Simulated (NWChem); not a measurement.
Everything below was run with NWChem. System: BF₃, charge 1, spin multiplicity 2, at the geometry of a parent with another charge or spin, in a state set for the comparison that need not be this species' ground state. Its SCF solution wasn't tested for a lower state. Level: UB3LYP/aug-cc-pVTZ, VWN1-RPA local correlation.

The NWChem input:

```
start mol
memory heap 200 mb stack 900 mb global 1100 mb
charge 1
geometry units angstroms nocenter noautoz
  B      0.000000     0.000000    -0.000000
  F      0.000000     0.000000     1.313698
  F      1.137710     0.000000    -0.656849
  F     -1.137710     0.000000    -0.656849
  symmetry group C2v
end
basis spherical
  * library aug-cc-pvtz
end
dft
  xc b3lyp
  odft
  mult 2
  semidirect memsize 60000000 filesize 0
  iterations 100
end
task dft energy
```

NWChem printed:

```
             Northwest Computational Chemistry Package (NWChem) 7.3.0
             --------------------------------------------------------

                                NWChem Input Module
                                -------------------

 Scaling coordinates for geometry "geometry" by  1.889725989
 (inverse scale =  0.529177249)

 Turning off AUTOSYM since
 SYMMETRY directive was detected!

                             Geometry "geometry" -> ""
                             -------------------------

 Output coordinates in angstroms (scale by  1.889725989 to convert to a.u.)

  No.       Tag          Charge          X              Y              Z
 ---- ---------------- ---------- -------------- -------------- --------------
    1 B                    5.0000     0.00000000     0.00000000     0.00000000
    2 F                    9.0000     0.00000000     0.00000000     1.31369800
    3 F                    9.0000     1.13771000     0.00000000    -0.65684900
    4 F                    9.0000    -1.13771000     0.00000000    -0.65684900

 Effective nuclear repulsion energy (a.u.)     110.8927124002

            Nuclear Dipole moment (a.u.)
            ----------------------------
        X                 Y               Z
 ---------------- ---------------- ----------------
     0.0000000000     0.0000000000     0.0000000000

      Symmetry information
      --------------------

 Group name             C2v
 Group number             16
 Group order               4
 No. of unique centers     3

      Symmetry unique atoms

     1    2    3


 Summary of "ao basis" -> "" (spherical)
 ------------------------------------------------------------------------------
       Tag                 Description            Shells   Functions and Types
 ---------------- ------------------------------  ------  ---------------------
 *                        aug-cc-pvtz                 on all atoms

                                 NWChem DFT Module
                                 -----------------

 Summary of "ao basis" -> "ao basis" (spherical)
 ------------------------------------------------------------------------------
       Tag                 Description            Shells   Functions and Types
 ---------------- ------------------------------  ------  ---------------------
 B                        aug-cc-pvtz               14       46   5s4p3d2f
 F                        aug-cc-pvtz               14       46   5s4p3d2f

 Summary of "ao basis" -> "ao basis" (spherical)
 ------------------------------------------------------------------------------
       Tag                 Description            Shells   Functions and Types
 ---------------- ------------------------------  ------  ---------------------
 B                        aug-cc-pvtz               14       46   5s4p3d2f
 F                        aug-cc-pvtz               14       46   5s4p3d2f

      Symmetry analysis of basis
      --------------------------

        a1         68
        a2         26
        b1         52
        b2         38

            General Information
            -------------------
          SCF calculation type: DFT
          Wavefunction type:  spin polarized.
          No. of atoms     :     4
          No. of electrons :    31
           Alpha electrons :    16
            Beta electrons :    15
          Charge           :     1
          Spin multiplicity:     2
          Use of symmetry is: on ; symmetry adaption is: on
          Maximum number of iterations: 100
[...]
   Bfn.  Coefficient  Atom+Function         Bfn.  Coefficient  Atom+Function
  ----- ------------  ---------------      ----- ------------  ---------------
     4      0.832435  1 B  s                  5      0.448994  1 B  s
    50     -0.260236  2 F  s                 96     -0.260216  3 F  s
   142     -0.260216  4 F  s                  2      0.222410  1 B  s
    48     -0.138053  2 F  s                 94     -0.138037  3 F  s
   140     -0.138037  4 F  s                 57      0.096986  2 F  pz

   alpha - beta orbital overlaps
   -----------------------------

   alpha      1      2      3      4      5      6      7      8      9     10
    beta      1      3      2      4      5      6      7      8      9     10
 overlap   0.998  1.000  0.998  1.000  1.000  1.000  1.000  1.000  0.966  0.966

   alpha     11     12     13     14     15     16     17     18     19     20
    beta     11     14     15     16     12     13     17     18     19     20
 overlap   1.000  0.965  0.965  1.000  1.000  1.000  1.000  1.000  0.998  0.998

   alpha     21     22     23     24     25     26     27     28     29     30
    beta     21     22     24     23     25     26     27     28     29     30
 overlap   1.000  1.000  0.998  0.998  1.000  1.000  1.000  0.995  0.995  1.000

   alpha     31     32     33     34     35     36     37     38     39     40
    beta     31     32     35     36     33     34     37     39     38     40
 overlap   1.000  1.000  0.998  0.998  1.000  1.000  1.000  0.999  0.999  1.000

   alpha     41     42     43     44     45     46     47     48     49     50
    beta     41     42     44     43     45     46     47     48     49     50
 overlap   0.999  0.999  0.999  0.999  1.000  1.000  1.000  1.000  1.000  1.000

   alpha     51     52     53     54     55     56     57     58     59     60
    beta     51     52     53     54     55     56     57     58     59     60
 overlap   1.000  1.000  1.000  1.000  0.999  0.999  1.000  0.999  0.999  1.000

   alpha     61     62     63     64     65     66     67     68     69     70
    beta     61     62     63     64     65     66     67     68     69     70
 overlap   1.000  1.000  1.000  0.999  0.999  1.000  1.000  1.000  1.000  1.000

   alpha     71     72     73     74     75     76     77     78     79     80
    beta     71     72     73     74     75     76     77     78     79     80
 overlap   1.000  1.000  1.000  1.000  1.000  1.000  1.000  1.000  1.000  1.000

   alpha     81     82     83     84     85     86     87     88     89     90
    beta     81     82     83     84     85     86     87     88     89     90
 overlap   1.000  1.000  1.000  1.000  1.000  1.000  1.000  1.000  1.000  1.000

   alpha     91     92     93     94     95     96     97     98     99    100
    beta     91     92     93     94     95     96     97     98     99    100
 overlap   1.000  1.000  1.000  1.000  1.000  1.000  1.000  1.000  1.000  0.999

   alpha    101    102    103    104    105    106    107    108    109    110
    beta    101    102    103    104    105    106    107    108    109    110
 overlap   0.999  1.000  1.000  1.000  1.000  1.000  1.000  1.000  1.000  0.988

   alpha    111    112    113    114    115    116    117    118    119    120
    beta    111    112    113    114    115    116    117    118    119    120
 overlap   0.988  0.987  0.987  1.000  1.000  1.000  1.000  1.000  1.000  1.000

   alpha    121    122    123    124    125    126    127    128    129    130
    beta    121    122    123    124    125    127    128    126    129    130
 overlap   1.000  1.000  1.000  1.000  1.000  1.000  1.000  1.000  1.000  1.000

   alpha    131    132    133    134    135    136    137    138    139    140
    beta    131    132    133    134    135    136    137    138    139    140
 overlap   1.000  1.000  1.000  1.000  1.000  1.000  1.000  1.000  1.000  1.000

   alpha    141    142    143    144    145    146    147    148    149    150
    beta    141    142    143    144    145    146    147    148    149    150
 overlap   1.000  1.000  1.000  1.000  1.000  1.000  1.000  1.000  1.000  1.000

   alpha    151    152    153    154    155    156    157    158    159    160
    beta    151    152    153    154    155    156    159    160    157    158
 overlap   0.999  1.000  0.998  0.998  0.983  0.983  0.998  0.998  0.982  0.983

   alpha    161    162    163    164    165    166    167    168    169    170
    beta    161    163    162    164    165    166    167    168    170    169
 overlap   0.998  1.000  1.000  0.990  0.990  0.996  1.000  1.000  0.990  0.990

   alpha    171    172    173    174    175    176    177    178    179    180
    beta    171    172    173    174    175    176    177    178    179    180
 overlap   1.000  1.000  0.997  0.997  0.997  1.000  1.000  0.999  0.999  1.000

   alpha    181    182    183    184
    beta    181    182    183    184
 overlap   1.000  1.000  1.000  1.000

     --------------------------
     Expectation value of S2:
     --------------------------
      <S2> =      0.7555 (Exact =     0.7500)

 center of mass
 --------------
 x =   0.00000000 y =   0.00000000 z =   0.00000000

 moments of inertia (a.u.)
 ------------------
         175.629326260948           0.000000000000           0.000000000000
           0.000000000000         351.263024109514           0.000000000000
           0.000000000000           0.000000000000         175.633697848566

     Multipole analysis of the density
     ---------------------------------

     L   x y z        total         alpha         beta         nuclear
     -   - - -        -----         -----         ----         -------
     0   0 0 0      1.000000    -16.000000    -15.000000     32.000000

     1   1 0 0      0.000000      0.000000     -0.000000      0.000000
     1   0 1 0     -0.000000     -0.000000     -0.000000      0.000000
     1   0 0 1     -0.007745     -0.000085     -0.007661      0.000000

     2   2 0 0    -11.501396    -49.159343    -45.543969     83.201916
     2   1 1 0      0.000000      0.000000      0.000000      0.000000
     2   1 0 1     -0.000000      0.000000     -0.000000      0.000000
     2   0 2 0    -12.048820     -6.077334     -5.971486      0.000000
     2   0 1 1     -0.000000      0.000000     -0.000000      0.000000
     2   0 0 2    -11.520570    -49.158476    -45.561939     83.199845

 Task  times  cpu:       48.3s     wall:       48.3s

 Total times  cpu:       48.3s     wall:       48.3s
```
